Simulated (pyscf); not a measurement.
Single points on ωB97X-D3(BJ)/def2-SVP structures (PySCF, gas phase).

Q: Estimate by transition-state theory the rate constant of H₃Si–SH + H₂S → HS–SiH₂–SH + hydrogen (H₂) (singlet surface; H–Si, H–S broken, S–Si, H–H formed) at 900 K, with ωB97M-D3(BJ)/def2-TZVP energies (ideal gas, 1 atm, RRHO with modes under 100 cm⁻¹ raised to 100, one conformer, R ln 2 for chiral ones without a mode under 150 cm⁻¹; no tunnelling).

A: The electronic barrier is 44.5 kcal/mol and the thermal terms add +32.8, so ΔG‡ = 77.3 kcal/mol. With k_BT/h = 1.88e+13 s⁻¹ and RT = 1.788 kcal/mol, and a volume of 1.23e-19 cm³ per molecule at 1 atm, k = 4.0e-25 cm³ molecule⁻¹ s⁻¹. Wigner's tunnelling factor for 1368i cm⁻¹ would be 1.20. A shift of 1 kcal/mol in the barrier changes k by a factor 1.7. This is the saddle that the search found; another between the same sides may lie lower.
